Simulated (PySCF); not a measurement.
# Gas-phase thermal properties of CH3NH2

Energies from PySCF (xtb for GFN2), thermal terms from the rigid-rotor harmonic-oscillator model, ideal gas at 1 bar. 6-31G* has spherical d functions here. All species are closed-shell singlets. B3LYP is the form with VWN-RPA correlation. The harmonic model lacks anharmonicity and excited electronic states, which grow with temperature; levels with a mode under 35 cm⁻¹ are left out. Internal rotation in CH3NH2 is treated as a harmonic vibration of one conformer, which makes the entropy rough.

| level | point group | σ | ZPE (kJ/mol) | S°298 (J/mol/K) | Cp298 (J/mol/K) | S°1000 (J/mol/K) | H1000 − H298 (kJ/mol) |
|---|---|---|---|---|---|---|---|
| B3LYP/6-31G* | Cs | 1 | 169.2 | 239.8 | 47.5 | 329.6 | 56.3 |
| GFN2-xTB | Cs | 1 | 164.2 | 239.4 | 47.7 | 330.6 | 57.2 |
| HF/6-31G* | Cs | 1 | 180.9 | 238.9 | 45.8 | 324.6 | 53.8 |
| PBE/def2-SVP | Cs | 1 | 162.8 | 240.5 | 49.0 | 333.3 | 58.1 |
| PBE0/def2-TZVP | Cs | 1 | 168.5 | 240.4 | 48.3 | 331.2 | 56.8 |
σ: rotational symmetry number. Electronic degeneracy used: 1. Frequencies are unscaled.
